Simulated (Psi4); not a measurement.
# r2SCAN/def2-TZVP (density fitting, sweep point 7) run of NSF3 (thiazyl trifluoride)

We compute the energy of NSF3 (thiazyl trifluoride). 

The results are computed with Psi4 1.11.

5 further runs of the same task are left out: 2 that didn't finish, 3 set aside as unsound or not needed.

## (1) Starting point

NSF3 has 5 atoms, charge 0, and is taken as a singlet. As SMILES, `N#S(F)(F)F`. Geometry: relaxed at GFN2-xTB.

Bond lengths: N1–S2 1.414 Å, S2–F3 1.622 Å, S2–F4 1.623 Å, S2–F5 1.622 Å. Angles: N1–S2–F3 123.3°, N1–S2–F4 123.2°, N1–S2–F5 123.3°, F3–S2–F4 92.8°, F3–S2–F5 92.8°, F4–S2–F5 92.8°.

## (2) The energy at r2SCAN/def2-TZVP (density fitting, sweep point 7)

Input file calc.py:

```python
import psi4

psi4.set_memory('1600 MB')
psi4.set_num_threads(1)
psi4.set_output_file('output.dat', False)

geom = psi4.geometry("""
0 1
N     -0.358080    -0.004690     1.626160
S     -0.053300    -0.000320     0.245520
F      1.060160    -0.972240    -0.423820
F     -1.148560    -0.328830    -0.906480
F      0.499780     1.306070    -0.541380
symmetry c1
""")

psi4.set_options({
    'basis': 'def2-TZVP',
    'scf_type': 'df',
    'damping_percentage': 30,
})

E, wfn = psi4.energy('r2scan', molecule=geom, return_wfn=True)
print(f'r2scan energy: {E:.10f} Eh')
for k, v in sorted(psi4.core.scalar_variables().items()):
    print(f'{k:45s} {v:18.10f}')
```

The run is started by

```
python calc.py
```

Q: Predict the results. Wanted: total energy; dipole moment; HOMO energy; LUMO energy; HOMO–LUMO gap.

**Answer.** As computed:

Level: r2SCAN/def2-TZVP (density fitting, sweep point 7).

| quantity | value |
| --- | --- |
| total energy | -752.37455 Eh |
| dipole moment | 1.31 D |
| HOMO energy | -9.00 eV |
| LUMO energy | -3.43 eV |
| HOMO–LUMO gap | 5.56 eV |
